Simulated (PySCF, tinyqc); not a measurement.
Worked calculation: RHF in the sto-6g basis, for HF, spin multiplicity 1. The lowest restricted solution is unstable here: a spin-polarised one lies 0.1332 hartree lower (PySCF). One step of it, computed by the program tinyqc.

Task: Orthogonalisation. S = U s U^T; symmetric (Loewdin) form X = U s^(-1/2) U^T, so that X^T S X = 1.

overlap S, lower triangle:
```
,1F 1s,1F 2s,1F 2px,1F 2py,1F 2pz,2H 1s
1F 1s,1.000000
1F 2s,0.232479,1.000000
1F 2px,0.000000,0.000000,1.000000
1F 2py,0.000000,0.000000,0.000000,1.000000
1F 2pz,0.000000,0.000000,0.000000,0.000000,1.000000
2H 1s,0.007421,0.103930,0.000000,0.000000,0.098630,1.000000
```

Give: eigenvalues of S; X.

Result:

eigenvalues of S: 0.7447  0.9081  1.0000  1.0000  1.0858  1.2614

X, lower triangle:
```
,1F 1s,1F 2s,1F 2px,1F 2py,1F 2pz,2H 1s
1F 1s,1.0212
1F 2s,-0.1209,1.0254
1F 2px,0.0000,0.0000,1.0000
1F 2py,0.0000,0.0000,0.0000,1.0000
1F 2pz,-0.0005,0.0040,0.0000,0.0000,1.0037
2H 1s,0.0057,-0.0538,0.0000,0.0000,-0.0500,1.0079
```
